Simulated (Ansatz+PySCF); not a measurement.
**doublet F₂(+): levels of theory in one basis**

```xyz
2

F     0.0000    0.0000   -0.6466
F     0.0000    0.0000    0.6466
```

Basis set: cc-pVTZ (spherical functions). Frozen core: 2 orbitals. Correlation on ROHF uses semicanonical orbitals with singles. Charge 1, multiplicity 2.

Computed with Ansatz (development build ahead of 0.2.0); each method stands on the lowest determinant of its kind that the runs found.

```csv
method,E − E(ROHF) (eV),<S²> of the determinant
ROHF,0.00,0.75
UHF,-0.23,0.80
ROHF-MP2,-12.71,–
UHF-MP2,-12.61,0.80
```

Q: Is a single determinant a sound starting point here?

A: Only with care. Unrestricted orbitals gain 0.23 eV and <S²> is 0.80 against 0.75 for a pure state, but several determinants compete.

Caution: the determinant breaks the point group. Caution for ROHF-MP2, UHF-MP2: forces differ strongly between restricted and unrestricted references; MP2 on this radical cation hangs on the determinant chosen; another reference gives a lower total.
